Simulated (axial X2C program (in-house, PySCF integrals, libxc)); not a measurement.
**Potential curves of BH, two-component**

Calculated with an in-house relativistic program for diatomic molecules. Two-component (2c) means X2C with spin–orbit coupling and atomic mean-field two-electron Coulomb and Gaunt terms. Basis: B dyall-v4z [8s7p3d2f1g], H dyall-v4z [7s3p2d1f] (cores contracted in-house); Gaussian nuclei, density fitting, unrestricted open shells. Masses: B 11.009 u, H 1.008 u.

State: Ω = 0 (closed shell). Energies in eV from the fragments at the same level (B + H). Fits are polynomials in 1 − R0/R over 0.85 to 1.23 times the lowest point R0.

| R (Å) | HF | r2SCAN | TPSSh | PBE |
| --- | --- | --- | --- | --- |
| 1.0788 | -2.4117 | -3.1309 | -3.3490 | -3.1751 |
| 1.1284 | -2.5766 | -3.3083 | -3.5225 | -3.3610 |
| 1.1656 | -2.6457 | -3.3889 | -3.5995 | -3.4482 |
| 1.2028 | -2.6766 | -3.4329 | -3.6393 | -3.4989 |
| 1.2400 | -2.6757 | -3.4466 | -3.6483 | -3.5193 |
| 1.2834 | -2.6417 | -3.4313 | -3.6270 | -3.5118 |
| 1.3268 | -2.5789 | -3.3888 | -3.5780 | -3.4770 |
| 1.3826 | -2.4653 | -3.3031 | -3.4837 | -3.4011 |
| 1.4508 | -2.2892 | -3.1636 | -3.3336 | -3.2732 |
| 1.5500 | -1.9860 | -2.9166 | -3.0720 | -3.0424 |
| 1.6864 | -1.5237 | -2.5344 | -2.6722 | -2.6808 |
| 1.8600 | -0.9196 | -2.0318 | -2.1519 | -2.2023 |

The state is one determinant whose occupation by symmetry is held fixed; it was picked as the lowest of a PBE0 search that is not exhaustive. The closed shell is kept restricted, so the energy runs too high when the bond is stretched far. De is counted from the lowest determinant-based energies of the atoms at the same level, without counterpoise correction. A 2c atom that is not at its ground J level misses part of its spin–orbit lowering, and De is too large by that part (0.04 eV or less for light atoms). This holds for r2SCAN, TPSSh, PBE. The functionals have no current-density term, which raises determinants with orbital currents, atoms included.

Problem. What are Re, ωe and De at the HF level?

Solution. At HF, 2c: Re = 1.220 Å, ωe ≈ 2490 cm⁻¹, De = 2.68 eV to B + H; Be follows as 12.3 cm⁻¹.

Problem. What are Re, ωe and De at the r2SCAN level?

Solution. At r2SCAN, 2c: Re = 1.241 Å, ωe ≈ 2300 cm⁻¹, De = 3.45 eV to B + H; Be follows as 11.9 cm⁻¹.

Problem. Fit the TPSSh curve near its minimum: give the equilibrium distance, the harmonic wavenumber and the well depth.

Solution. At TPSSh, 2c: Re = 1.233 Å, ωe ≈ 2360 cm⁻¹, De = 3.65 eV to B + H; Be follows as 12 cm⁻¹.

Problem. What are Re, ωe and De at the PBE level?

Solution. At PBE, 2c: Re = 1.251 Å, ωe ≈ 2240 cm⁻¹, De = 3.52 eV to B + H; Be follows as 11.7 cm⁻¹.
